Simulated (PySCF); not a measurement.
Compound: methyl acrylate, C₄H₆O₂.
Geometry (GFN2-xTB, Å), atoms numbered from 1 in this order:
```
atom  x, y, z in Å
C1     2.4712   -0.3573    0.1855
C2     1.2215   -0.7583    0.0052
C3     0.0934    0.1943    0.0851
O4     0.1847    1.3753    0.3090
O5    -1.0755   -0.4321   -0.1263
C6    -2.2379    0.3799   -0.0740
H7     2.6816    0.6792    0.3945
H8     3.3077   -1.0328    0.1317
H9     0.9525   -1.7818   -0.2068
H10   -2.3330    0.8441    0.9099
H11   -2.1852    1.1682   -0.8280
H12   -3.0798   -0.2796   -0.2678
```

The closed-shell ground state was solved at several levels (PySCF, density fitting, gas phase, non-relativistic).

```csv
level,basis functions,HOMO (eV),LUMO (eV),gap (eV),dipole (D)
B3LYP/pcJ-1,222,-7.79,-1.53,6.26,1.58
PBE0/pcSseg-1,132,-8.08,-1.33,6.75,1.56
```

(1) Estimate the row for CAM-B3LYP/def2-SVPD, a basis of 174 functions; the other rows only guide the guess.

(2) Over all these levels, which gives the widest orbital gap and which the narrowest?

(3) How far do the dipole and the HOMO energy spread over the levels?

Results:

(1) HOMO -9.69 eV, LUMO -0.29 eV, gap 9.40 eV, dipole 1.65 D.

(2) CAM-B3LYP/def2-SVPD (range-separated hybrid) has the widest, 9.40 eV, and B3LYP/pcJ-1 (global hybrid, 20 % exact exchange) the narrowest, 6.26 eV. Functional and basis both differ between the two, so the spread mixes both effects.

(3) The dipole runs from 1.56 to 1.65 D (mean 1.60 D) and the HOMO from -9.69 to -7.79 eV.

One conformer stands for the species.
